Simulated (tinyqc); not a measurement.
Inside a calculation. Method: Pariser-Parr-Pople SCF with singles CI, for the molecule C=C([CH2+])O (SMILES; centres numbered as the heavy atoms are written). Computed by tinyqc, a small Python program that keeps every step. Settings: charge = 1, gamma = MN, start = huckel, damping = 0, iteration cap = 83, excitations kept = 6. Command: `OMP_NUM_THREADS=1 python tinyqc.py 23730 23731 out.jsonl` (the two numbers bound the seeds that draw the settings). One thread of a shared host (Intel(R) Xeon(R) Processor @ 2.60GHz), about 0.01 s of CPU time with the checks. Later iterations appear only in the table of the cycle.

## PPP integrals

Centres (angstrom, eV; a flat drawing with bonds scaled to 1.40 angstrom):
```
centre         x         y  core charge z         W  gamma_rr
1C      -1.21200  -0.70000              1  11.16000  11.13000
2C       0.00000   0.00000              1  11.16000  11.13000
3C       1.21200  -0.70000              1  11.16000  11.13000
4O       0.00000   1.40000              2  33.00000  21.50000
```

Resonance integrals (eV):
```
i  j      beta
1  2  -2.39000
2  3  -2.39000
2  4  -2.24000
```

Mataga-Nishimoto: gamma = 14.399645/(R + a), a = 2 x 14.399645/(gamma_rr + gamma_ss); H_rr = -W_r - sum_(s != r) z_s gamma_rs; H_rs = beta for bonds.

repulsion gamma_rs (eV), order 1C, 2C, 3C, 4O:
$$\begin{pmatrix}
11.13000 & 5.34629 & 3.87320 & 4.35396 \\
5.34629 & 11.13000 & 5.34629 & 6.30844 \\
3.87320 & 5.34629 & 11.13000 & 4.35396 \\
4.35396 & 6.30844 & 4.35396 & 21.50000
\end{pmatrix}$$

core matrix H (eV), order 1C, 2C, 3C, 4O:
$$\begin{pmatrix}
-29.08740 & -2.39000 & 0.00000 & 0.00000 \\
-2.39000 & -34.46945 & -2.39000 & -2.24000 \\
0.00000 & -2.39000 & -29.08740 & 0.00000 \\
0.00000 & -2.24000 & 0.00000 & -48.01635
\end{pmatrix}$$

## Starting guess

pi electrons, sum of z_r less the charge = 4

Orbitals of the Hueckel matrix of the beta values.

P at the start, order 1C, 2C, 3C, 4O:
$$\begin{pmatrix}
0.34741 & 0.58942 & 0.34741 & 0.32561 \\
0.58942 & 1.00000 & 0.58942 & 0.55243 \\
0.34741 & 0.58942 & 1.28269 & -0.67229 \\
0.32561 & 0.55243 & -0.67229 & 1.36990
\end{pmatrix}$$

## Iteration 1: Fock matrix

F_rr = H_rr + P_rr gamma_rr / 2 + sum_(s != r) P_ss gamma_rs; F_rs = H_rs - P_rs gamma_rs / 2; E = tr P (H + F) / 2 + core repulsion sum_(r<s) z_r z_s gamma_rs.

F (eV), order 1C, 2C, 3C, 4O:
$$\begin{pmatrix}
-10.87517 & -3.96560 & -0.67280 & -0.70884 \\
-3.96560 & -11.54754 & -3.96560 & -3.98247 \\
-0.67280 & -3.96560 & -9.29287 & 1.46357 \\
-0.70884 & -3.98247 & 1.46357 & -19.88410
\end{pmatrix}$$

pi energy = -68.85328 eV

## Iteration 1: orbitals and new P

Diagonalise F (the basis is taken as orthonormal) and form P = 2 sum c c over the lowest orbitals.

orbital energies (eV): [-21.95549, -15.54929, -9.39385, -4.70105]

P after iteration 1, order 1C, 2C, 3C, 4O:
$$\begin{pmatrix}
0.56806 & 0.73707 & 0.51802 & -0.04251 \\
0.73707 & 1.01440 & 0.61675 & 0.27595 \\
0.51802 & 0.61675 & 0.52529 & -0.35485 \\
-0.04251 & 0.27595 & -0.35485 & 1.89226
\end{pmatrix}$$

## Iteration 2: Fock matrix

As before.

F (eV), order 1C, 2C, 3C, 4O:
$$\begin{pmatrix}
-10.22955 & -4.36029 & -1.00321 & 0.09255 \\
-4.36029 & -11.04180 & -4.03865 & -3.11040 \\
-1.00321 & -4.03865 & -10.30191 & 0.77251 \\
0.09255 & -3.11040 & 0.77251 & -16.51494
\end{pmatrix}$$

pi energy = -72.26664 eV

## Iteration 2: orbitals and new P

As before.

orbital energies (eV): [-18.82675, -15.41850, -9.23078, -4.61217]

P after iteration 2, order 1C, 2C, 3C, 4O:
$$\begin{pmatrix}
0.55206 & 0.68714 & 0.55965 & -0.11829 \\
0.68714 & 0.97049 & 0.65316 & 0.31679 \\
0.55965 & 0.65316 & 0.58369 & -0.29472 \\
-0.11829 & 0.31679 & -0.29472 & 1.89375
\end{pmatrix}$$

## Convergence

Stop when output and input P, before any damping, agree to 1e-7.

Course of the cycle:
```
iteration       E (eV)  largest |P(out) - P(in)|
1          -68.8532822                  7.57e-01
2          -72.2666389                  7.58e-02
3          -72.3993059                  4.83e-02
4          -72.4264078                  2.51e-02
5          -72.4334101                  1.26e-02
6          -72.4352262                  6.30e-03
7          -72.4357001                  3.17e-03
8          -72.4358245                  1.61e-03
9          -72.4358573                  8.19e-04
10         -72.4358660                  4.19e-04
11         -72.4358682                  2.14e-04
12         -72.4358688                  1.10e-04
13         -72.4358690                  5.65e-05
14         -72.4358690                  2.90e-05
15         -72.4358691                  1.49e-05
16         -72.4358691                  7.66e-06
17         -72.4358691                  3.94e-06
18         -72.4358691                  2.02e-06
19         -72.4358691                  1.04e-06
20         -72.4358691                  5.35e-07
21         -72.4358691                  2.75e-07
22         -72.4358691                  1.41e-07
23         -72.4358691                  7.26e-08
```

Converged in 23 iterations.

## Converged orbitals

Charges are z - P_rr.

orbital energies (eV): [-19.00757, -15.45182, -9.18435, -4.65136]

coefficients, order 1C, 2C, 3C, 4O:
$$\begin{pmatrix}
0.27735 & -0.45911 & 0.70711 & -0.46076 \\
0.58595 & -0.36971 & 0.00000 & 0.72109 \\
0.27735 & -0.45911 & -0.70711 & -0.46076 \\
0.70910 & 0.66465 & 0.00000 & -0.23543
\end{pmatrix}$$

pi charges: 1C 0.42460, 2C 0.03995, 3C 0.42460, 4O 0.11086

## Singles CI, singlets

Over the 4 single excitations with the smallest orbital gaps: A = (e_a - e_i) delta + 2 (ia|jb) - (ij|ab), with (pq|rs) = sum c_mp c_mq gamma_mn c_nr c_ns. f = 2/3 w |mu|^2 in atomic units, mu = sqrt2 sum c_ia sum_m c_mi c_ma R_m.

singlet CI matrix (eV), order 2>3, 1>3, 2>4, 1>4:
$$\begin{pmatrix}
3.51012 & -0.83149 & 0.00000 & 0.00000 \\
-0.83149 & 5.76073 & 0.00000 & 0.00000 \\
0.00000 & 0.00000 & 7.05091 & -0.48301 \\
0.00000 & 0.00000 & -0.48301 & 10.14309
\end{pmatrix}$$

singlet excitation energies (eV): [3.23626, 6.03459, 6.97721, 10.21678]

oscillator strengths: [0.20298, 0.51401, 0.32708, 0.00099]

## Singles CI, triplets

Over the 4 single excitations with the smallest orbital gaps: A = (e_a - e_i) delta - (ij|ab), with (pq|rs) = sum c_mp c_mq gamma_mn c_nr c_ns.

triplet CI matrix (eV), order 2>3, 1>3, 2>4, 1>4:
$$\begin{pmatrix}
0.45096 & 1.01656 & 0.00000 & 0.00000 \\
1.01656 & 4.64431 & 0.00000 & 0.00000 \\
0.00000 & 0.00000 & 4.24280 & 0.42291 \\
0.00000 & 0.00000 & 0.42291 & 7.33683
\end{pmatrix}$$

triplet excitation energies (eV): [0.21751, 4.18604, 4.87776, 7.39360]
